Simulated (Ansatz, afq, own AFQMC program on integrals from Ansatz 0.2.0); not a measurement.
Two steps: Ansatz 0.2.0 writes the Fock matrix and Cholesky factors of the valence space, and afq projects on them the lowest state that overlaps trial and start.

```yaml
crystal:
  periodic: [false, false, false]
  atoms:
    - {symbol: N, position_ang: [0.000000, -0.187817, 1.099702]}
    - {symbol: S, position_ang: [0.000000, 0.096160, -0.500007]}
    - {symbol: H, position_ang: [0.000000, 0.740397, 1.531227]}
    - {symbol: H, position_ang: [0.000000, -1.189495, -0.906663]}
basis:
  gaussian: {orbitals: cc-pVDZ}
magnetization: {spin_polarized: false, initial_magnetization: 1}
correlation: {method: ccsd_t, electrons: outside_noble_gas, hamiltonian_folder: ham}
```

```sh
$ ansatz run in.yaml --threads 1 --pin off --events-out ev --progress --plain --max-ram 1382MiB
```

Options of the walk:

```
--method phaseless --trial cisd --walkers 60 --populations 1 --least-time 40 --time-step 0.005 --steps-per-block 50 --equilibration-blocks 28 --max-blocks 300 --target-error 0.00043 --factor-cut 1e-05 --start spin_pure --seed 7013 --release-times 0.24,0.51,0.99,1.62,2.4 --release-step 0.03 --release-every 4 --taylor-order 6
```

Times are imaginary, in 1/Eh. The walk had a cap of 1343 s.

Log:

```
orbitals 36  electrons 7 6  factors 280 of 417
reference energy -453.08524825 Eh
CCSD correlation -0.31536722 Eh in 12 cycles, weight of the determinant in the CISD state 0.8602
energy of the start -453.400615 Eh
 block  time / (1/Eh)  mean weight  energy / Eh
     1     0.250  0.9977  -453.395306
     2     0.500  1.0011  -453.397978
     3     0.750  1.0032  -453.406999
     4     1.000  0.9962  -453.405473
     5     1.250  0.9994  -453.415855
     8     2.000  1.0041  -453.413996
    17     4.250  1.0022  -453.414076
    41    10.250  0.9993  -453.415602
    65    16.250  1.0015  -453.412727
    89    22.250  0.9983  -453.415969
   113    28.250  1.0009  -453.410440
   137    34.250  0.9964  -453.423666
   161    40.250  1.0004  -453.413643
   185    46.250  0.9994  -453.407845
   209    52.250  0.9988  -453.410291
   233    58.250  0.9989  -453.403613
   257    64.250  1.0030  -453.403557
   281    70.250  1.0020  -453.406327
   289    72.250  1.0012  -453.402717
   305    76.250  1.0004  -453.419889
   321    80.250  1.0000  -453.411749
blocks merged  error / Eh  count
     1  0.000292  300
     2  0.000351  150
     4  0.000411  75
     8  0.000444  37
    16  0.000502  18
    32  0.000491  9
released: time / (1/Eh)  energy / Eh  error  mean overlap
  0.24  -453.410306  0.000559  1.0001
  0.51  -453.410395  0.000608  1.0072
  0.99  -453.409460  0.000553  1.0384
  1.62  -453.411359  0.000849  1.0165
  2.40  -453.412913  0.001192  0.9681
energy -453.409934 +/- 0.000502 Eh
(rows thinned)
```

The run passed its tests (sampling time, drift between the halves within three errors, error under three times the target), which doesn't prove that it has relaxed. The second half of the sampling lies above the first by 1.9 errors of their difference, so the energy may still be moving and its error bar be too small.

Against this walk (error 13.7 meV) on the same determinant: CCSD(T) 10.2 meV higher (within the noise), CCSDT(Q) 33.7 meV lower. The error is statistical and leaves out the bias of the constraint. Released to 1.62 1/Eh the energy moves by -39 ± 27 meV (both errors), within twice the noise.

Cautions: constraint bias not in the error; error above the target (13.7 against 11.7 meV).

The walk took 12 min on 1 thread of Intel(R) Xeon(R) Platinum 8175M CPU @ 2.50GHz (Skylake/Cascade Lake), with other jobs on the host. The log's last line is the phaseless energy.

CCSDT and higher add their correlation energy to the determinant of the CCSD(T) run, since their own runs factorise the integrals more tightly (a shift of under 2 meV). A walk keeps the symmetry of its determinant, which the program's search chose and which needn't be the lowest solution, so a lower state of the same spin and another symmetry isn't excluded.
